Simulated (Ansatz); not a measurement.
CH₆ClO (SMILES [OH3+].CCl) (charge +1), singlet: a trajectory.

The input file, in.yaml:

```yaml
crystal:
  periodic: [false, false, false]
  atoms:
    - {symbol: O, position_ang: [-0.184450, -0.186019, -2.109675]}
    - {symbol: H, position_ang: [-0.432923, 0.696735, -2.427514]}
    - {symbol: H, position_ang: [-0.367430, -0.365379, -1.058504]}
    - {symbol: H, position_ang: [0.694600, -0.448463, -2.426541]}
    - {symbol: C, position_ang: [0.155049, 0.157019, 1.703900]}
    - {symbol: Cl, position_ang: [-0.829576, -0.820946, 0.553961]}
    - {symbol: H, position_ang: [1.201959, -0.074520, 1.532825]}
    - {symbol: H, position_ang: [-0.161152, -0.163402, 2.692730]}
    - {symbol: H, position_ang: [-0.075978, 1.204973, 1.538619]}
basis:
  gaussian: {orbitals: def2-SVP}
total_charge: 1
hamiltonian: {xc: {name: CAM-B3LYP}, dispersion: d4}
md: {n_steps: 60, timestep: 0.25, temperature: 300, ensemble: nve, seed: 207, initial_velocities: maxwell_boltzmann}
```

Launched with

```bash
ansatz run in.yaml --threads 4 --pin off --events-out ev --progress --plain --max-ram 9574MiB
```

What Ansatz 0.2.0 printed:

```
Functional definition: CAM-B3LYP
  name "CAM-B3LYP"
  cite "Yanai, Tew & Handy, Chem. Phys. Lett. 393, 51 (2004) doi:10.1016/j.cplett.2004.06.011"
  cite "Iikura, Tsuneda, Yanai & Hirao, J. Chem. Phys. 115, 3540 (2001) doi:10.1063/1.1383587"
  cite "Becke, Phys. Rev. A 38, 3098 (1988) doi:10.1103/PhysRevA.38.3098"
  cite "Lee, Yang & Parr, Phys. Rev. B 37, 785 (1988) doi:10.1103/PhysRevB.37.785"
  cite "Vosko, Wilk & Nusair, Can. J. Phys. 58, 1200 (1980) doi:10.1139/p80-159"
  parameter alpha = 0.19
  parameter beta = 0.46
  parameter omega = 0.33/bohr
  parameter ac = 0.81
  # Exact exchange under (alpha + beta erf(omega r))/r, Becke's under what is left of 1/r.
  exchange = (1 - alpha - beta)*b88_x + beta*b88_x_sr(omega) + alpha*exact_x + beta*exact_x_lr(omega)
  correlation = (1 - ac)*vwn5_c + ac*lyp_c
811 factors; integrals over basis functions are off by at most 3.3e-4 eV
253 factors; integrals over basis functions are off by at most 1.6e-6 eV
mean field evaluation 1: about -15682.3327 eV, gradient 6.2e1 eV
mean field evaluation 2: about -15682.2080 eV, gradient 6.3e1 eV
mean field evaluation 4: about -15689.2148 eV, gradient 1.2e0 eV
mean field evaluation 8: about -15689.2286 eV, gradient 1.7e-2 eV
mean field -15689.22855335 eV, -576.5685147947 hartree, gradient 1.5e-5 eV, S^2 0.000000; 0 other end points of the search recorded, 0 dependent functions left out
the calculation of the forces begins
reference -15689.22865952 eV, -576.5685186961 hartree; 18, 18 occupied and 58, 58 virtual orbitals, 811 factors
md step     0: t =     0.00 fs  T =   300.0 K  F+E_penalty+E_count = -15689.29860635 eV  E_kin = 0.271446 eV  conserved = -15689.02716036 eV  (25 SCF iters)
md step     1: t =     0.25 fs  T =   297.8 K  F+E_penalty+E_count = -15689.29657836 eV  E_kin = 0.269429 eV  conserved = -15689.02714938 eV  (23 SCF iters)
md step     2: t =     0.50 fs  T =   293.3 K  F+E_penalty+E_count = -15689.29248085 eV  E_kin = 0.265353 eV  conserved = -15689.02712745 eV  (24 SCF iters)
md step     3: t =     0.75 fs  T =   286.9 K  F+E_penalty+E_count = -15689.28666186 eV  E_kin = 0.259565 eV  conserved = -15689.02709724 eV  (24 SCF iters)
md step     4: t =     1.00 fs  T =   279.1 K  F+E_penalty+E_count = -15689.27960016 eV  E_kin = 0.252538 eV  conserved = -15689.02706230 eV  (25 SCF iters)
md step     5: t =     1.25 fs  T =   270.6 K  F+E_penalty+E_count = -15689.27184965 eV  E_kin = 0.244823 eV  conserved = -15689.02702655 eV  (25 SCF iters)
md step     6: t =     1.50 fs  T =   261.9 K  F+E_penalty+E_count = -15689.26397769 eV  E_kin = 0.236984 eV  conserved = -15689.02699376 eV  (24 SCF iters)
md step     7: t =     1.75 fs  T =   253.7 K  F+E_penalty+E_count = -15689.25650571 eV  E_kin = 0.229539 eV  conserved = -15689.02696709 eV  (25 SCF iters)
md step     8: t =     2.00 fs  T =   246.4 K  F+E_penalty+E_count = -15689.24985937 eV  E_kin = 0.222911 eV  conserved = -15689.02694868 eV  (24 SCF iters)
md step     9: t =     2.25 fs  T =   240.3 K  F+E_penalty+E_count = -15689.24433423 eV  E_kin = 0.217395 eV  conserved = -15689.02693953 eV  (25 SCF iters)
md step    10: t =     2.50 fs  T =   235.6 K  F+E_penalty+E_count = -15689.24007971 eV  E_kin = 0.213140 eV  conserved = -15689.02693942 eV  (25 SCF iters)
md step    11: t =     2.75 fs  T =   232.3 K  F+E_penalty+E_count = -15689.23710127 eV  E_kin = 0.210154 eV  conserved = -15689.02694714 eV  (24 SCF iters)
md step    12: t =     3.00 fs  T =   230.2 K  F+E_penalty+E_count = -15689.23527849 eV  E_kin = 0.208318 eV  conserved = -15689.02696090 eV  (25 SCF iters)
md step    13: t =     3.25 fs  T =   229.2 K  F+E_penalty+E_count = -15689.23439377 eV  E_kin = 0.207415 eV  conserved = -15689.02697844 eV  (24 SCF iters)
md step    14: t =     3.50 fs  T =   229.0 K  F+E_penalty+E_count = -15689.23416707 eV  E_kin = 0.207170 eV  conserved = -15689.02699755 eV  (24 SCF iters)
md step    15: t =     3.75 fs  T =   229.1 K  F+E_penalty+E_count = -15689.23429089 eV  E_kin = 0.207275 eV  conserved = -15689.02701628 eV  (25 SCF iters)
md step    16: t =     4.00 fs  T =   229.2 K  F+E_penalty+E_count = -15689.23446165 eV  E_kin = 0.207429 eV  conserved = -15689.02703310 eV  (24 SCF iters)
md step    17: t =     4.25 fs  T =   229.2 K  F+E_penalty+E_count = -15689.23440488 eV  E_kin = 0.207358 eV  conserved = -15689.02704694 eV  (23 SCF iters)
md step    18: t =     4.50 fs  T =   228.6 K  F+E_penalty+E_count = -15689.23389314 eV  E_kin = 0.206836 eV  conserved = -15689.02705715 eV  (24 SCF iters)
md step    19: t =     4.75 fs  T =   227.3 K  F+E_penalty+E_count = -15689.23275730 eV  E_kin = 0.205694 eV  conserved = -15689.02706344 eV  (24 SCF iters)
md step    20: t =     5.00 fs  T =   225.3 K  F+E_penalty+E_count = -15689.23089237 eV  E_kin = 0.203827 eV  conserved = -15689.02706572 eV  (24 SCF iters)
md step    21: t =     5.25 fs  T =   222.4 K  F+E_penalty+E_count = -15689.22825956 eV  E_kin = 0.201196 eV  conserved = -15689.02706404 eV  (23 SCF iters)
md step    22: t =     5.50 fs  T =   218.6 K  F+E_penalty+E_count = -15689.22488607 eV  E_kin = 0.197828 eV  conserved = -15689.02705852 eV  (23 SCF iters)
md step    23: t =     5.75 fs  T =   214.2 K  F+E_penalty+E_count = -15689.22086313 eV  E_kin = 0.193814 eV  conserved = -15689.02704928 eV  (24 SCF iters)
md step    24: t =     6.00 fs  T =   209.2 K  F+E_penalty+E_count = -15689.21634291 eV  E_kin = 0.189306 eV  conserved = -15689.02703666 eV  (23 SCF iters)
md step    25: t =     6.25 fs  T =   203.9 K  F+E_penalty+E_count = -15689.21153279 eV  E_kin = 0.184512 eV  conserved = -15689.02702116 eV  (24 SCF iters)
md step    26: t =     6.50 fs  T =   198.6 K  F+E_penalty+E_count = -15689.20668615 eV  E_kin = 0.179683 eV  conserved = -15689.02700361 eV  (24 SCF iters)
md step    27: t =     6.75 fs  T =   193.5 K  F+E_penalty+E_count = -15689.20208822 eV  E_kin = 0.175103 eV  conserved = -15689.02698522 eV  (23 SCF iters)
md step    28: t =     7.00 fs  T =   189.1 K  F+E_penalty+E_count = -15689.19803607 eV  E_kin = 0.171068 eV  conserved = -15689.02696758 eV  (24 SCF iters)
md step    29: t =     7.25 fs  T =   185.5 K  F+E_penalty+E_count = -15689.19481304 eV  E_kin = 0.167861 eV  conserved = -15689.02695247 eV  (24 SCF iters)
md step    30: t =     7.50 fs  T =   183.1 K  F+E_penalty+E_count = -15689.19265966 eV  E_kin = 0.165718 eV  conserved = -15689.02694191 eV  (23 SCF iters)
md step    31: t =     7.75 fs  T =   182.1 K  F+E_penalty+E_count = -15689.19174338 eV  E_kin = 0.164806 eV  conserved = -15689.02693753 eV  (23 SCF iters)
md step    32: t =     8.00 fs  T =   182.6 K  F+E_penalty+E_count = -15689.19213292 eV  E_kin = 0.165192 eV  conserved = -15689.02694047 eV  (23 SCF iters)
md step    33: t =     8.25 fs  T =   184.4 K  F+E_penalty+E_count = -15689.19378100 eV  E_kin = 0.166830 eV  conserved = -15689.02695102 eV  (24 SCF iters)
md step    34: t =     8.50 fs  T =   187.4 K  F+E_penalty+E_count = -15689.19651997 eV  E_kin = 0.169551 eV  conserved = -15689.02696854 eV  (24 SCF iters)
md step    35: t =     8.75 fs  T =   191.3 K  F+E_penalty+E_count = -15689.20007249 eV  E_kin = 0.173081 eV  conserved = -15689.02699148 eV  (24 SCF iters)
md step    36: t =     9.00 fs  T =   195.7 K  F+E_penalty+E_count = -15689.20407668 eV  E_kin = 0.177059 eV  conserved = -15689.02701736 eV  (24 SCF iters)
md step    37: t =     9.25 fs  T =   200.1 K  F+E_penalty+E_count = -15689.20812365 eV  E_kin = 0.181080 eV  conserved = -15689.02704341 eV  (24 SCF iters)
md step    38: t =     9.50 fs  T =   204.2 K  F+E_penalty+E_count = -15689.21180111 eV  E_kin = 0.184734 eV  conserved = -15689.02706682 eV  (23 SCF iters)
md step    39: t =     9.75 fs  T =   207.4 K  F+E_penalty+E_count = -15689.21473783 eV  E_kin = 0.187653 eV  conserved = -15689.02708510 eV  (24 SCF iters)
md step    40: t =    10.00 fs  T =   209.5 K  F+E_penalty+E_count = -15689.21664252 eV  E_kin = 0.189546 eV  conserved = -15689.02709643 eV  (24 SCF iters)
md step    41: t =    10.25 fs  T =   210.2 K  F+E_penalty+E_count = -15689.21733268 eV  E_kin = 0.190233 eV  conserved = -15689.02709986 eV  (25 SCF iters)
md step    42: t =    10.50 fs  T =   209.6 K  F+E_penalty+E_count = -15689.21675008 eV  E_kin = 0.189655 eV  conserved = -15689.02709524 eV  (23 SCF iters)
md step    43: t =    10.75 fs  T =   207.6 K  F+E_penalty+E_count = -15689.21496266 eV  E_kin = 0.187879 eV  conserved = -15689.02708335 eV  (24 SCF iters)
md step    44: t =    11.00 fs  T =   204.6 K  F+E_penalty+E_count = -15689.21215290 eV  E_kin = 0.185087 eV  conserved = -15689.02706565 eV  (24 SCF iters)
md step    45: t =    11.25 fs  T =   200.6 K  F+E_penalty+E_count = -15689.20859526 eV  E_kin = 0.181551 eV  conserved = -15689.02704410 eV  (25 SCF iters)
md step    46: t =    11.50 fs  T =   196.3 K  F+E_penalty+E_count = -15689.20462531 eV  E_kin = 0.177604 eV  conserved = -15689.02702100 eV  (25 SCF iters)
md step    47: t =    11.75 fs  T =   191.9 K  F+E_penalty+E_count = -15689.20060402 eV  E_kin = 0.173605 eV  conserved = -15689.02699865 eV  (25 SCF iters)
md step    48: t =    12.00 fs  T =   187.8 K  F+E_penalty+E_count = -15689.19688085 eV  E_kin = 0.169902 eV  conserved = -15689.02697932 eV  (25 SCF iters)
md step    49: t =    12.25 fs  T =   184.3 K  F+E_penalty+E_count = -15689.19375916 eV  E_kin = 0.166794 eV  conserved = -15689.02696482 eV  (25 SCF iters)
md step    50: t =    12.50 fs  T =   181.8 K  F+E_penalty+E_count = -15689.19146755 eV  E_kin = 0.164511 eV  conserved = -15689.02695623 eV  (25 SCF iters)
md step    51: t =    12.75 fs  T =   180.4 K  F+E_penalty+E_count = -15689.19014077 eV  E_kin = 0.163186 eV  conserved = -15689.02695428 eV  (24 SCF iters)
md step    52: t =    13.00 fs  T =   180.0 K  F+E_penalty+E_count = -15689.18981006 eV  E_kin = 0.162851 eV  conserved = -15689.02695864 eV  (25 SCF iters)
md step    53: t =    13.25 fs  T =   180.6 K  F+E_penalty+E_count = -15689.19040605 eV  E_kin = 0.163437 eV  conserved = -15689.02696869 eV  (25 SCF iters)
md step    54: t =    13.50 fs  T =   182.1 K  F+E_penalty+E_count = -15689.19177041 eV  E_kin = 0.164787 eV  conserved = -15689.02698304 eV  (24 SCF iters)
md step    55: t =    13.75 fs  T =   184.2 K  F+E_penalty+E_count = -15689.19367618 eV  E_kin = 0.166676 eV  conserved = -15689.02700011 eV  (24 SCF iters)
md step    56: t =    14.00 fs  T =   186.6 K  F+E_penalty+E_count = -15689.19585237 eV  E_kin = 0.168834 eV  conserved = -15689.02701825 eV  (23 SCF iters)
md step    57: t =    14.25 fs  T =   189.0 K  F+E_penalty+E_count = -15689.19801016 eV  E_kin = 0.170974 eV  conserved = -15689.02703607 eV  (24 SCF iters)
md step    58: t =    14.50 fs  T =   191.0 K  F+E_penalty+E_count = -15689.19986671 eV  E_kin = 0.172815 eV  conserved = -15689.02705196 eV  (24 SCF iters)
md step    59: t =    14.75 fs  T =   192.4 K  F+E_penalty+E_count = -15689.20116720 eV  E_kin = 0.174102 eV  conserved = -15689.02706507 eV  (24 SCF iters)
md step    60: t =    15.00 fs  T =   193.0 K  F+E_penalty+E_count = -15689.20170070 eV  E_kin = 0.174626 eV  conserved = -15689.02707470 eV  (25 SCF iters)
Total energy: -15689.20180648 eV, -576.5675318652 hartree
Atom 0 at    -0.185700    -0.164749    -2.029064 Å, force     0.859303     0.162100    -0.721664 eV/Å
Atom 1 at    -0.314452     0.793540    -2.162288 Å, force    -0.162708     0.021242    -0.072994 eV/Å
Atom 2 at    -0.410970    -0.470246    -1.001404 Å, force     0.188337     0.073198    -0.116414 eV/Å
Atom 3 at     0.710424    -0.405367    -2.382235 Å, force    -0.673858    -0.030962     0.317324 eV/Å
Atom 4 at     0.200315     0.219530     1.646942 Å, force    -0.629248    -0.646322     0.398384 eV/Å
Atom 5 at    -0.849710    -0.857896     0.531037 Å, force     0.273088     0.224832     1.100204 eV/Å
Atom 6 at     1.224113    -0.185823     1.639594 Å, force    -0.181579     0.214171    -0.236045 eV/Å
Atom 7 at    -0.237739     0.082461     2.664698 Å, force     0.140763     0.101098    -0.691624 eV/Å
Atom 8 at     0.076265     1.252398     1.298682 Å, force     0.185902    -0.119357     0.022828 eV/Å
Dipole moment:     0.631322     0.588349    -0.799107 e Å

[the SCF lines of later steps are left out]
```

Hardware: 4 CPU threads of an Arm Neoverse V1, shared host. Wall time about 42 s.
